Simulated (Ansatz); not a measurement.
Molecule (SMILES): [C-]#[S+] (C-S).
Atoms: C1, S2. Bonds: C1-S2.

Basis-set convergence of the highest harmonic wavenumber at PBE0 with Ansatz (a first-principles code). Each level at its own minimum, finite differences of forces, unscaled; the reference is a large set that could be run, not a limit. All functions are spherical. The program fits the integrals of some runs and decomposes those of others, by size. No added dispersion term, no relativity. Reference: the value in aug-cc-pV(Q+d)Z, 1331 cm⁻¹. Deviations are taken from unrounded values.

```json
[
 {"basis": "def2-SVP", "functions": "32", "highest harmonic wavenumber (cm⁻¹)": "1349", "minus reference (cm⁻¹)": "18"},
 {"basis": "cc-pV(D+d)Z", "functions": "37", "highest harmonic wavenumber (cm⁻¹)": "1335", "minus reference (cm⁻¹)": "5"},
 {"basis": "aug-cc-pV(D+d)Z", "functions": "55", "highest harmonic wavenumber (cm⁻¹)": "1333", "minus reference (cm⁻¹)": "2"},
 {"basis": "def2-TZVP", "functions": "68", "highest harmonic wavenumber (cm⁻¹)": "1333", "minus reference (cm⁻¹)": "2"},
 {"basis": "cc-pV(T+d)Z", "functions": "69", "highest harmonic wavenumber (cm⁻¹)": "1330", "minus reference (cm⁻¹)": "-1"},
 {"basis": "def2-TZVPP", "functions": "73", "highest harmonic wavenumber (cm⁻¹)": "1332", "minus reference (cm⁻¹)": "2"},
 {"basis": "jun-cc-pV(T+d)Z", "functions": "87", "highest harmonic wavenumber (cm⁻¹)": "1330", "minus reference (cm⁻¹)": "0"},
 {"basis": "aug-cc-pV(T+d)Z", "functions": "101", "highest harmonic wavenumber (cm⁻¹)": "1330", "minus reference (cm⁻¹)": "-1"},
 {"basis": "cc-pV(Q+d)Z", "functions": "119", "highest harmonic wavenumber (cm⁻¹)": "1330", "minus reference (cm⁻¹)": "0"},
 {"basis": "def2-QZVPP", "functions": "127", "highest harmonic wavenumber (cm⁻¹)": "1330", "minus reference (cm⁻¹)": "0"},
 {"basis": "aug-cc-pV(Q+d)Z", "functions": "169", "highest harmonic wavenumber (cm⁻¹)": "1331", "minus reference (cm⁻¹)": "0"}
]
```

The smallest set listed that lies within 10 cm⁻¹ of the reference with all its larger relatives (same family, alike in diffuse functions; a set with none counts only in the reference's own line) is cc-pV(D+d)Z (37 functions, 5 cm⁻¹ off).
